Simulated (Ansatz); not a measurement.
**Which method gave which barrier?**

Saddle point of Si₂NH₈, doublet (SiNH₅ ([NH2][SiH3]) + SiH₃ → SiNH₄ ([NH2][SiH2]) + SiH₄; bonds formed: H1–Si4; bonds broken: H1–Si2), PBE0-D4/def2-TZVP structure:

H1  (-0.654, -0.039, 0.017)
Si2  (0.632, 1.195, 0.371)
N3  (2.240, 0.638, 0.119)
Si4  (-1.838, -1.287, -0.351)
H5  (0.398, 2.360, -0.530)
H6  (0.498, 1.590, 1.803)
H7  (2.588, 0.497, -0.816)
H8  (2.658, -0.014, 0.763)
H9  (-1.871, -2.292, 0.749)
H10  (-1.460, -1.968, -1.622)
H11  (-3.190, -0.681, -0.504)
(Å)

Computed with Ansatz 0.2.0 (basis: def2-TZVPP, with def2-QZVPP for the basis limit); correlated methods freeze the cores; orbitals are unrestricted. B3LYP uses VWN-RPA correlation. Extrapolation: Hartree–Fock as exp(−7.88 √X), correlation as X^−2.97. Four methods, as single points on the PBE0-D4 structures, gave these electronic barriers from the start structure: 0.158, 0.336, 0.555, 0.935 eV.

**Question.** The methods were, in alphabetical order, B3LYP-D4, CCSD(T), HF, PBE-D4. Which gave which? (Judge from chemistry; the calculation decides.)

**Answer.** By the calculation: PBE-D4 0.158; B3LYP-D4 0.336; CCSD(T) 0.555; HF 0.935 eV. For comparison, CCSD(T) at an estimated basis limit (MP2 extrapolated from triple and quadruple zeta, plus CCSD(T) − MP2 in triple zeta) gives 0.519 eV.

T1 diagnostic: at most 0.015. ⟨S²⟩ of the unrestricted Hartree–Fock references: 0.75 to 0.78 (a pure state has 0.75).

Radical steps of this kind take place in plasma deposition and etching.

Labels in which every atom is bracketed show which atoms are joined, not bond orders.

For scale, one of the runs: CCSD(T)/def2-TZVPP, 227 basis functions, launched by `ansatz run in.yaml --threads 4 --pin off --events-out ev --progress --plain --max-ram 9574MiB`. Hardware: 4 CPU threads of an Intel Xeon, shared host. Wall time 12 min; peak host memory 3.4 GiB.
